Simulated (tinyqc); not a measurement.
Inside a calculation. Method: CIS and TDHF on RHF in the sto-6g basis, frozen core, for H2O, spin multiplicity 1. One step of it, computed by the program tinyqc.

Question. CIS matrix, triplets. A(ia,jb) = (e_a - e_i) d_ij d_ab - (ij|ab).

orbital energies (hartree): MO1 -20.493890, MO2 -1.271680, MO3 -0.634083, MO4 -0.444269, MO5 -0.392645, MO6 0.587501, MO7 0.761882

Two-electron integrals over orbitals (pq|rs), unique and non-zero (hartree); the lowest 1 orbital is frozen and left out:
```
(22|22) 0.729286    (32|22) 0.007306    (32|32) 0.145139    (33|22) 0.645027
(33|32) -0.003999   (33|33) 0.634732    (42|22) 0.003661    (42|32) 0.000925
(42|33) 0.006417    (42|42) 0.125561    (43|22) 0.004838    (43|32) 0.020141
(43|33) 0.002032    (43|42) -0.005448   (43|43) 0.046364    (44|22) 0.683772
(44|32) -0.004231   (44|33) 0.602668    (44|42) -0.104780   (44|43) 0.007903
(44|44) 0.794973    (52|52) 0.145377    (53|52) -0.003208   (53|53) 0.028940
(54|52) -0.044746   (54|53) 0.001886    (54|54) 0.055139    (55|22) 0.750000
(55|32) -0.002000   (55|33) 0.629772    (55|42) -0.065526   (55|43) 0.007408
(55|44) 0.735288    (55|55) 0.880663    (62|22) -0.141138   (62|32) 0.008894
(62|33) -0.073619   (62|42) -0.021884   (62|43) -0.004970   (62|44) -0.093461
(62|55) -0.158339   (62|62) 0.100599    (63|22) 0.026560    (63|32) 0.043387
(63|33) 0.014816    (63|42) -0.010037   (63|43) 0.029393    (63|44) 0.023514
(63|55) 0.031442    (63|62) -0.015975   (63|63) 0.077293    (64|22) -0.094296
(64|32) -0.010659   (64|33) -0.040678   (64|42) 0.022921    (64|43) -0.003706
(64|44) -0.114677   (64|55) -0.110137   (64|62) 0.060729    (64|63) -0.019814
(64|64) 0.064614    (65|52) -0.059759   (65|53) 0.004911    (65|54) 0.001853
(65|65) 0.038584    (66|22) 0.608400    (66|32) -0.027025   (66|33) 0.572186
(66|42) 0.059076    (66|43) -0.013957   (66|44) 0.549094    (66|55) 0.585662
(66|62) -0.092338   (66|63) -0.011584   (66|64) -0.039822   (66|66) 0.603019
(72|22) 0.026075    (72|32) 0.040676    (72|33) 0.010076    (72|42) -0.000905
(72|43) -0.031400   (72|44) 0.019995    (72|55) 0.028742    (72|62) -0.007975
(72|63) -0.032270   (72|64) -0.012382   (72|66) 0.016579    (72|72) 0.063635
(73|22) 0.140166    (73|32) -0.011050   (73|33) 0.091347    (73|42) -0.071282
(73|43) 0.001916    (73|44) 0.162983    (73|55) 0.188161    (73|62) -0.076019
(73|63) 0.012482    (73|64) -0.070907   (73|66) 0.040980    (73|72) 0.018450
(73|73) 0.148276    (74|22) 0.005171    (74|32) -0.073514   (74|33) 0.006889
(74|42) 0.000767    (74|43) 0.004153    (74|44) 0.010836    (74|55) 0.009389
(74|62) -0.010747   (74|63) -0.042208   (74|64) 0.003915    (74|66) 0.020963
(74|72) -0.015561   (74|73) 0.013933    (74|74) 0.064992    (75|52) 0.010354
(75|53) 0.023310    (75|54) -0.001329   (75|65) -0.002359   (75|75) 0.025154
(76|22) -0.004308   (76|32) -0.097564   (76|33) 0.007688    (76|42) -0.009872
(76|43) -0.044477   (76|44) 0.010495    (76|55) 0.003751    (76|62) 0.002812
(76|63) -0.064883   (76|64) 0.010980    (76|66) 0.027925    (76|72) 0.007441
(76|73) 0.017757    (76|74) 0.053597    (76|76) 0.111867    (77|22) 0.628883
(77|32) 0.030983    (77|33) 0.611171    (77|42) -0.014340   (77|43) 0.015177
(77|44) 0.612214    (77|55) 0.629007    (77|62) -0.070398   (77|63) 0.035667
(77|64) -0.043676   (77|66) 0.558138    (77|72) 0.011710    (77|73) 0.092840
(77|74) -0.013908   (77|76) -0.026340   (77|77) 0.631811
```

Give: CIS matrix A, triplet.

Answer.

CIS matrix A, triplet (hartree), order 2>6, 2>7, 3>6, 3>7, 4>6, 4>7, 5>6, 5>7:
$$\begin{pmatrix}
1.2508 & 0.0043 & 0.0270 & 0.0976 & -0.0591 & 0.0099 & 0.0000 & 0.0000 \\
0.0043 & 1.4047 & 0.0976 & -0.0310 & 0.0099 & 0.0143 & 0.0000 & 0.0000 \\
0.0270 & 0.0976 & 0.6494 & -0.0077 & 0.0140 & 0.0445 & 0.0000 & 0.0000 \\
0.0976 & -0.0310 & -0.0077 & 0.7848 & 0.0445 & -0.0152 & 0.0000 & 0.0000 \\
-0.0591 & 0.0099 & 0.0140 & 0.0445 & 0.4827 & -0.0105 & 0.0000 & 0.0000 \\
0.0099 & 0.0143 & 0.0445 & -0.0152 & -0.0105 & 0.5939 & 0.0000 & 0.0000 \\
0.0000 & 0.0000 & 0.0000 & 0.0000 & 0.0000 & 0.0000 & 0.3945 & -0.0038 \\
0.0000 & 0.0000 & 0.0000 & 0.0000 & 0.0000 & 0.0000 & -0.0038 & 0.5255
\end{pmatrix}$$
